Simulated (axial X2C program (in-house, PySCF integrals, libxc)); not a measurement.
# Low determinants of S₂⁻ at the PBE0 level, two-component

Computed with an in-house all-electron X2C program for linear molecules (integrals from PySCF). Two-component (2c) means X2C with spin–orbit coupling and atomic mean-field two-electron Coulomb and Gaunt terms. Basis: S dyall-av3z [9s8p3d2f] (cores contracted in-house); Gaussian nuclei, density fitting, unrestricted open shells. Masses: S 31.972 u.

Search at 2.015 Å (vertical energies from the lowest determinant):

```json
{"ΔE (eV)": "0.00", "state": "Ω = 3/2", "electrons beyond evenly filled partner blocks": "ω = 3/2", "electrons in ±ω = 1/2, 3/2, 5/2, 7/2": "26 7 0 0"}
{"ΔE (eV)": "0.05", "state": "Ω = 1/2", "electrons beyond evenly filled partner blocks": "ω = 1/2", "electrons in ±ω = 1/2, 3/2, 5/2, 7/2": "25 8 0 0"}
{"ΔE (eV)": "2.32", "state": "Ω = 1/2", "electrons beyond evenly filled partner blocks": "2 × ω = -1/2, ω = 3/2", "electrons in ±ω = 1/2, 3/2, 5/2, 7/2": "26 7 0 0"}
{"ΔE (eV)": "2.85", "state": "Ω = 1/2", "electrons beyond evenly filled partner blocks": "ω = 1/2", "electrons in ±ω = 1/2, 3/2, 5/2, 7/2": "27 6 0 0"}
{"ΔE (eV)": "2.90", "state": "Ω = 5/2", "electrons beyond evenly filled partner blocks": "2 × ω = 1/2, ω = 3/2", "electrons in ±ω = 1/2, 3/2, 5/2, 7/2": "26 7 0 0"}
{"ΔE (eV)": "3.46", "state": "Ω = 5/2", "electrons beyond evenly filled partner blocks": "ω = -1/2, 2 × ω = 3/2", "electrons in ±ω = 1/2, 3/2, 5/2, 7/2": "25 8 0 0"}
{"ΔE (eV)": "4.17", "state": "Ω = 7/2", "electrons beyond evenly filled partner blocks": "ω = 1/2, 2 × ω = 3/2", "electrons in ±ω = 1/2, 3/2, 5/2, 7/2": "25 8 0 0"}
```

Lowest determinant, Ω = 3/2 (⟨Sz⟩ = 0.50, ⟨Lz⟩ = 1.00 at PBE0): Re = 2.008 Å, ωe = 598.6 cm⁻¹.

The determinant in row 2 of the search, Ω = 1/2 (⟨Sz⟩ = -0.50, ⟨Lz⟩ = 1.00 at PBE0), was followed along the bond at PBE0; measured from the minimum of the lowest determinant it gives:

Te = 0.049 eV (392 cm⁻¹), Re = 2.007 Å, ωe = 598.7 cm⁻¹.

Question: Compare the bond of the determinant in row 2 with that of the lowest one.

Answer: At PBE0 its Re is 0.001 Å shorter and its force constant, which goes as ωe², is 1.00 times that of the lowest determinant. T0 ≈ Te + Δωe/2 = 392 + (0) = 392 cm⁻¹.

The search compares states at one distance, so a state with another bond length can lie lower; it is not exhaustive and yields mostly the lowest determinant of each block pattern, so other components and higher states of one pattern are missing. These are energies of single determinants, not of spin-adapted states; PBE0 term energies can be off by some tenths of an eV, and the functional has no current term. For an anion, determinants above electron detachment are held by the basis set. The highest occupied level of some functionals is positive through self-interaction error; at Hartree–Fock it is bound. Row 1 has a positive highest level at its minimum. Row 2 has a positive highest level at its minimum.
